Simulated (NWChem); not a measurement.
# MgNH2 (SMILES [NH2][Mg]): levels of theory compared

Wanted: a comparison of 6 runs (UHF/def2-SVP, UHF/pcseg-2, UPBE0/def2-SVP, UCAM-B3LYP/6-311G**, UBLYP/aug-cc-pVDZ, UTPSSh/aug-cc-pVDZ) of MgNH2. 

Program for the calculation: NWChem 7.3.0.

## 1. The system as given

MgNH2: 4 atoms, total charge 0, spin state doublet. As SMILES, `[NH2][Mg]`. The coordinates come from a PBE0-D4/def2-TZVP relaxation.

Bond lengths: N1–Mg2 1.898 Å, N1–H3 1.010 Å, N1–H4 1.010 Å. Angles: Mg2–N1–H3 126.3°, Mg2–N1–H4 126.3°, H3–N1–H4 107.4°.

## 2. Energy and gradient at UHF/def2-SVP (run 1)

h2mgn.nw

```
START h2mgn
memory total 2200 mb
charge 0

GEOMETRY noautosym nocenter noautoz
  N    -0.135800   -0.005100   -0.096000
  Mg    1.484600   -0.114400    0.885900
  H    -0.988500   -0.510500    0.099100
  H    -0.304600    0.569700   -0.909400
END

BASIS "ao basis" spherical bse
  * library def2-SVP
END

SCF
  doublet
  uhf
  thresh 1e-08
  maxiter 80
  print medium
END

TASK scf gradient
```

The run is started by

```sh
$ nwchem h2mgn.nw > h2mgn.out
```

The program printed:

```text
[...]
  functions       =    42
[...]
  wavefunction    = UHF
[...]
         Total SCF energy =   -255.103155848120
      One electron energy =   -426.571169092800
      Two electron energy =    135.549987973424
 Nuclear repulsion energy =     35.918025271256
                       Sz =      0.5000
                 Sz(Sz+1) =      0.7500
                      S^2 =      0.7512
[...]
                         UHF ENERGY GRADIENTS
    atom               coordinates                        gradient
                 x          y          z           x          y          z
   1 N      -0.256625  -0.009638  -0.181414    0.004455  -0.000289   0.002662
   2 Mg      2.805487  -0.216185   1.674108   -0.002129   0.000145  -0.001287
   3 H      -1.867994  -0.964705   0.187272   -0.003193  -0.003120   0.002287
   4 H      -0.575611   1.076577  -1.718517    0.000867   0.003263  -0.003662
[...]
```

Run time: 2.3 s. Hardware: 1 thread of Intel Xeon 6975P-C (Granite Rapids), shared host; peak memory 0.097 GiB.

## 3. Energy and gradient at UHF/pcseg-2 (run 2)

h2mgn.nw

```
start h2mgn
memory total 2200 mb

geometry units atomic noautosym nocenter noautoz
 N   -0.25662481  -0.00963760  -0.18141371
 Mg   2.80548740  -0.21618467   1.67410837
 H   -1.86799427  -0.96470519   0.18727186
 H   -0.57561058   1.07657697  -1.71851694
end

basis spherical bse
 * library pcseg-2
end

scf
 doublet
 uhf
 thresh 1e-08
 maxiter 80
 noprint "final vectors analysis"
end

task scf gradient
```

The run is started by

```sh
$ nwchem h2mgn.nw > h2mgn.out
```

The program printed:

```text
[...]
  functions       =    77
[...]
  wavefunction    = UHF
[...]
         Total SCF energy =   -255.238497390900
      One electron energy =   -427.075223104900
      Two electron energy =    135.918702995481
 Nuclear repulsion energy =     35.918022718519
                       Sz =      0.5000
                 Sz(Sz+1) =      0.7500
                      S^2 =      0.7512
[...]
                         UHF ENERGY GRADIENTS
    atom               coordinates                        gradient
                 x          y          z           x          y          z
   1 N      -0.256625  -0.009638  -0.181414    0.011010  -0.000735   0.006632
   2 Mg      2.805487  -0.216185   1.674108   -0.000744   0.000051  -0.000449
   3 H      -1.867994  -0.964705   0.187272   -0.009729  -0.006904   0.003668
   4 H      -0.575611   1.076577  -1.718517   -0.000537   0.007587  -0.009852
[...]
```

Run time: 13 s. Hardware: 1 thread of Intel Xeon 6975P-C (Granite Rapids), shared host; peak memory 0.11 GiB.

Runs 3 to 5 aren't shown in full; the table further down has their settings and results.

## 4. Energy and forces at UTPSSh/aug-cc-pVDZ (run 6)

test.nw

```
start test
title "H2MgN"
memory stack 880 mb heap 220 mb global 1100 mb
charge 0

geometry noautosym nocenter noautoz
  N       -0.135800      -0.005100      -0.096000
  Mg       1.484600      -0.114400       0.885900
  H       -0.988500      -0.510500       0.099100
  H       -0.304600       0.569700      -0.909400
end

basis spherical bse
  N library aug-cc-pVDZ
  Mg library aug-cc-pVDZ
  H library aug-cc-pVDZ
end

dft
  xc xctpssh
  mult 2
  grid xfine
  convergence energy 1e-08
  maxiter 100
  mulliken
end

task dft gradient
```

The run is started by

```sh
$ nwchem test.nw > test.out
```

The program printed:

```text
[...]
          Wavefunction type:  spin polarized.
          No. of atoms     :     4
          No. of electrons :    21
[...]
          Charge           :     0
          Spin multiplicity:     2
[...]
          AO basis - number of functions:    68
[...]
              XC Information
              --------------
                  TPSS hybrid Method XC Functional
                     Hartree-Fock (Exact) Exchange  0.100
                  TPSS metaGGA Exchange Functional  0.900
             TPSS03 metaGGA Correlation Functional  1.000
[...]
 d= 0,ls=0.0,diis     1   -255.9636495078 -2.92D+02  1.30D-02  1.22D-01     3.1
[...]
 d= 0,ls=0.0,diis    10   -256.0379119166 -7.14D-09  9.16D-07  1.50D-09    25.3
[...]
         Total DFT energy =     -256.037911916593
      One electron energy =     -426.730341033207
           Coulomb energy =      158.954389247763
    Exchange-Corr. energy =      -24.179985402405
 Nuclear repulsion energy =       35.918025271256
[...]
      <S2> =      0.7506 (Exact =     0.7500)
[...]
  wavefunction    = open shell
                         DFT ENERGY GRADIENTS
    atom               coordinates                        gradient
                 x          y          z           x          y          z
   1 N      -0.256625  -0.009638  -0.181414   -0.001675   0.000137  -0.001036
   2 Mg      2.805487  -0.216185   1.674108   -0.006190   0.000417  -0.003751
   3 H      -1.867994  -0.964705   0.187272    0.006187   0.003298  -0.000949
   4 H      -0.575611   1.076577  -1.718517    0.001678  -0.003852   0.005735
[...]
```

Wall time 35 s (1 thread of Intel Xeon 6975P-C (Granite Rapids), shared host); peak memory 0.12 GiB.

## 5. All runs side by side

```csv
run,level,iteration cap,module,energy (Eh),dipole moment (D),HOMO energy (eV),LUMO energy (eV),wall time
1,UHF/def2-SVP,80,scf,-255.103156,0.59,-7.13,0.48,2.3 s
2,UHF/pcseg-2,80,scf,-255.238497,0.92,–,–,13 s
3,UPBE0/def2-SVP,100,dft,-255.730340,0.45,-5.07,-2.14,20 s
4,UCAM-B3LYP/6-311G**,100,dft,-256.007271,0.63,-6.13,-1.54,18 s
5,UBLYP/aug-cc-pVDZ,100,dft,-256.012685,1.06,–,–,26 s
6,UTPSSh/aug-cc-pVDZ,100,dft,-256.037912,0.86,-4.70,-3.74,35 s
```

## 6. Results

```
                                 quantity          value
                      run 6: total energy  -256.03791 Eh
                     run 6: dipole moment         0.86 D
run 6: HOMO energy (highest over α and β)       -4.70 eV
 run 6: LUMO energy (lowest over α and β)       -3.74 eV
                              run 6: ⟨S²⟩          0.751
          run 6: largest force on an atom     0.373 eV/Å
```

**Reading.** The dipole moment (its size) runs from 0.45 D (UPBE0/def2-SVP) to 1.06 D (UBLYP/aug-cc-pVDZ). The two ends differ in method and basis. Totals of different functionals can't be ranked against each other. All runs together took 1.9 min, the longest 35 s.
